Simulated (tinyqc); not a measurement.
RHF in the sto-3g basis, for H2O, spin multiplicity 1, step by step. One step of it, computed by the program tinyqc.

Task: Iteration 1: building the Fock matrix. J_ij = sum D_kl (ij|kl), K_ij = sum D_kl (ik|jl); F = H + J - 0.5 K; E = tr D H + tr D J / 2 - 0.25 tr D K + E_nn.

D at the start:
```
,1O 1s,1O 2s,1O 2px,1O 2py,1O 2pz,2H 1s,3H 1s
1O 1s,2.129270,-0.564912,0.000000,0.000000,-0.032545,0.063982,0.063982
1O 2s,-0.564912,2.464110,0.000000,0.000000,0.187155,-0.273622,-0.273622
1O 2px,0.000000,0.000000,2.000000,0.000000,0.000000,0.000000,0.000000
1O 2py,0.000000,0.000000,0.000000,2.256490,0.000000,-0.292111,0.292111
1O 2pz,-0.032545,0.187155,0.000000,0.000000,2.098367,-0.171370,-0.171370
2H 1s,0.063982,-0.273622,0.000000,-0.292111,-0.171370,0.079081,0.003452
3H 1s,0.063982,-0.273622,0.000000,0.292111,-0.171370,0.003452,0.079081
```

core Hamiltonian H = T + V (hartree):
```
,1O 1s,1O 2s,1O 2px,1O 2py,1O 2pz,2H 1s,3H 1s
1O 1s,-32.551897,-7.572797,0.000000,0.000000,-0.012245,-1.154058,-1.154058
1O 2s,-7.572797,-9.176486,0.000000,0.000000,-0.150415,-2.746999,-2.746999
1O 2px,0.000000,0.000000,-7.326660,0.000000,0.000000,0.000000,0.000000
1O 2py,0.000000,0.000000,0.000000,-7.443970,0.000000,-1.699852,1.699852
1O 2pz,-0.012245,-0.150415,0.000000,0.000000,-7.377426,-1.154215,-1.154215
2H 1s,-1.154058,-2.746999,0.000000,-1.699852,-1.154215,-4.424246,-0.848466
3H 1s,-1.154058,-2.746999,0.000000,1.699852,-1.154215,-0.848466,-4.424246
```

Two-electron integrals (ij|kl) in chemists' order, unique and non-zero (hartree):
```
i,j,k,l,(ij|kl)
1,1,1,1,4.785065
2,1,1,1,0.741380
2,1,2,1,0.136873
2,2,1,1,1.118947
2,2,2,1,0.256633
2,2,2,2,0.817206
3,1,3,1,0.024477
3,2,3,1,0.037809
3,2,3,2,0.180518
3,3,1,1,1.115814
3,3,2,1,0.256684
3,3,2,2,0.817023
3,3,3,3,0.880159
4,1,4,1,0.024477
4,2,4,1,0.037809
4,2,4,2,0.180518
4,3,4,3,0.047444
4,4,1,1,1.115814
4,4,2,1,0.256684
4,4,2,2,0.817023
4,4,3,3,0.785270
4,4,4,4,0.880159
5,1,5,1,0.024477
5,2,5,1,0.037809
5,2,5,2,0.180518
5,3,5,3,0.047444
5,4,5,4,0.047444
5,5,1,1,1.115814
5,5,2,1,0.256684
5,5,2,2,0.817023
5,5,3,3,0.785270
5,5,4,4,0.785270
5,5,5,5,0.880159
6,1,1,1,0.113358
6,1,2,1,0.020769
6,1,2,2,0.038750
6,1,3,3,0.038675
6,1,4,1,0.000793
6,1,4,2,0.001495
6,1,4,4,0.038838
6,1,5,1,0.000522
6,1,5,2,0.000983
6,1,5,4,0.000107
6,1,5,5,0.038745
6,1,6,1,0.003192
6,2,1,1,0.296646
6,2,2,1,0.068982
6,2,2,2,0.245767
6,2,3,3,0.241437
6,2,4,1,0.004332
6,2,4,2,0.034144
6,2,4,4,0.250335
6,2,5,1,0.002850
6,2,5,2,0.022461
6,2,5,4,0.005854
6,2,5,5,0.245287
6,2,6,1,0.010690
6,2,6,2,0.094220
6,3,3,1,0.006959
6,3,3,2,0.041445
6,3,4,3,0.006953
6,3,5,3,0.004574
6,3,6,3,0.012912
6,4,1,1,0.185903
6,4,2,1,0.043762
6,4,2,2,0.166458
6,4,3,3,0.159040
6,4,4,1,0.009353
6,4,4,2,0.063144
6,4,4,4,0.178639
6,4,5,1,0.001575
6,4,5,2,0.014275
6,4,5,4,0.008319
6,4,5,5,0.161504
6,4,6,1,0.007058
6,4,6,2,0.077568
6,4,6,4,0.076040
6,5,1,1,0.122294
6,5,2,1,0.028788
6,5,2,2,0.109503
6,5,3,3,0.104623
6,5,4,1,0.001575
6,5,4,2,0.014275
6,5,4,4,0.108368
6,5,5,1,0.007995
6,5,5,2,0.050836
6,5,5,4,0.009417
6,5,5,5,0.115391
6,5,6,1,0.004643
6,5,6,2,0.051027
6,5,6,4,0.041528
6,5,6,5,0.040231
6,6,1,1,0.459372
6,6,2,1,0.108536
6,6,2,2,0.445190
6,6,3,3,0.427861
6,6,4,1,0.008258
6,6,4,2,0.091438
6,6,4,4,0.463761
6,6,5,1,0.005432
6,6,5,2,0.060152
6,6,5,4,0.023617
6,6,5,5,0.443396
6,6,6,1,0.016936
6,6,6,2,0.222152
6,6,6,4,0.208713
6,6,6,5,0.137300
6,6,6,6,0.774606
7,1,1,1,0.113358
7,1,2,1,0.020769
7,1,2,2,0.038750
7,1,3,3,0.038675
7,1,4,1,-0.000793
7,1,4,2,-0.001495
7,1,4,4,0.038838
7,1,5,1,0.000522
7,1,5,2,0.000983
7,1,5,4,-0.000107
7,1,5,5,0.038745
7,1,6,1,0.003137
7,1,6,2,0.010314
7,1,6,4,0.006272
7,1,6,5,0.004485
7,1,6,6,0.016192
7,1,7,1,0.003192
7,2,1,1,0.296646
7,2,2,1,0.068982
7,2,2,2,0.245767
7,2,3,3,0.241437
7,2,4,1,-0.004332
7,2,4,2,-0.034144
7,2,4,4,0.250335
7,2,5,1,0.002850
7,2,5,2,0.022461
7,2,5,4,-0.005854
7,2,5,5,0.245287
7,2,6,1,0.010314
7,2,6,2,0.073173
7,2,6,4,0.042160
7,2,6,5,0.038408
7,2,6,6,0.137238
7,2,7,1,0.010690
7,2,7,2,0.094220
7,3,3,1,0.006959
7,3,3,2,0.041445
7,3,4,3,-0.006953
7,3,5,3,0.004574
7,3,6,3,0.009596
7,3,7,3,0.012912
7,4,1,1,-0.185903
7,4,2,1,-0.043762
7,4,2,2,-0.166458
7,4,3,3,-0.159040
7,4,4,1,0.009353
7,4,4,2,0.063144
7,4,4,4,-0.178639
7,4,5,1,-0.001575
7,4,5,2,-0.014275
7,4,5,4,0.008319
7,4,5,5,-0.161504
7,4,6,1,-0.006272
7,4,6,2,-0.042160
7,4,6,4,-0.015251
7,4,6,5,-0.021715
7,4,6,6,-0.072875
7,4,7,1,-0.007058
7,4,7,2,-0.077568
7,4,7,4,0.076040
7,5,1,1,0.122294
7,5,2,1,0.028788
7,5,2,2,0.109503
7,5,3,3,0.104623
7,5,4,1,-0.001575
7,5,4,2,-0.014275
7,5,4,4,0.108368
7,5,5,1,0.007995
7,5,5,2,0.050836
7,5,5,4,-0.009417
7,5,5,5,0.115391
7,5,6,1,0.004485
7,5,6,2,0.038408
7,5,6,4,0.021715
7,5,6,5,0.029456
7,5,6,6,0.078220
7,5,7,1,0.004643
7,5,7,2,0.051027
7,5,7,4,-0.041528
7,5,7,5,0.040231
7,6,1,1,0.084409
7,6,2,1,0.019799
7,6,2,2,0.076318
7,6,3,3,0.074660
7,6,4,4,0.076388
7,6,5,1,0.001298
7,6,5,2,0.012120
7,6,5,5,0.077822
7,6,6,1,0.003028
7,6,6,2,0.028438
7,6,6,4,0.020453
7,6,6,5,0.017349
7,6,6,6,0.068923
7,6,7,1,0.003028
7,6,7,2,0.028438
7,6,7,4,-0.020453
7,6,7,5,0.017349
7,6,7,6,0.010727
7,7,1,1,0.459372
7,7,2,1,0.108536
7,7,2,2,0.445190
7,7,3,3,0.427861
7,7,4,1,-0.008258
7,7,4,2,-0.091438
7,7,4,4,0.463761
7,7,5,1,0.005432
7,7,5,2,0.060152
7,7,5,4,-0.023617
7,7,5,5,0.443396
7,7,6,1,0.016192
7,7,6,2,0.137238
7,7,6,4,0.072875
7,7,6,5,0.078220
7,7,6,6,0.278855
7,7,7,1,0.016936
7,7,7,2,0.222152
7,7,7,4,-0.208713
7,7,7,5,0.137300
7,7,7,6,0.068923
7,7,7,7,0.774606
```

nuclear repulsion = 7.77342011 hartree

Give: Coulomb J; exchange K; Fock matrix F; total energy of this density.

Result:

Coulomb J (hartree):
```
,1O 1s,1O 2s,1O 2px,1O 2py,1O 2pz,2H 1s,3H 1s
1O 1s,18.6756,3.5638,0.0000,0.0000,0.0031,0.5411,0.5411
1O 2s,3.5638,8.8406,0.0000,0.0000,-0.0012,2.5691,2.5691
1O 2px,0.0000,0.0000,8.8354,0.0000,0.0000,0.0000,0.0000
1O 2py,0.0000,0.0000,0.0000,8.8303,0.0000,1.7055,-1.7055
1O 2pz,0.0031,-0.0012,0.0000,0.0000,8.8328,1.1207,1.1207
2H 1s,0.5411,2.5691,0.0000,1.7055,1.1207,4.4602,0.7797
3H 1s,0.5411,2.5691,0.0000,-1.7055,1.1207,0.7797,4.4602
```

exchange K (hartree):
```
,1O 1s,1O 2s,1O 2px,1O 2py,1O 2pz,2H 1s,3H 1s
1O 1s,9.8494,1.7205,0.0000,0.0000,0.0012,0.2764,0.2764
1O 2s,1.7205,2.8711,0.0000,0.0000,0.0040,0.7214,0.7214
1O 2px,0.0000,0.0000,2.3684,0.0000,0.0000,0.0000,0.0000
1O 2py,0.0000,0.0000,0.0000,2.3655,0.0000,0.3563,-0.3563
1O 2pz,0.0012,0.0040,0.0000,0.0000,2.3659,0.2336,0.2336
2H 1s,0.2764,0.7214,0.0000,0.3563,0.2336,0.2925,0.1576
3H 1s,0.2764,0.7214,0.0000,-0.3563,0.2336,0.1576,0.2925
```

Fock matrix F (hartree):
```
,1O 1s,1O 2s,1O 2px,1O 2py,1O 2pz,2H 1s,3H 1s
1O 1s,-18.8010,-4.8693,0.0000,0.0000,-0.0097,-0.7512,-0.7512
1O 2s,-4.8693,-1.7714,0.0000,0.0000,-0.1536,-0.5386,-0.5386
1O 2px,0.0000,0.0000,0.3246,0.0000,0.0000,0.0000,0.0000
1O 2py,0.0000,0.0000,0.0000,0.2036,0.0000,-0.1725,0.1725
1O 2pz,-0.0097,-0.1536,0.0000,0.0000,0.2724,-0.1504,-0.1504
2H 1s,-0.7512,-0.5386,0.0000,-0.1725,-0.1504,-0.1103,-0.1476
3H 1s,-0.7512,-0.5386,0.0000,0.1725,-0.1504,-0.1476,-0.1103
```

total energy of this density = -73.306793 hartree

This density is the starting one.
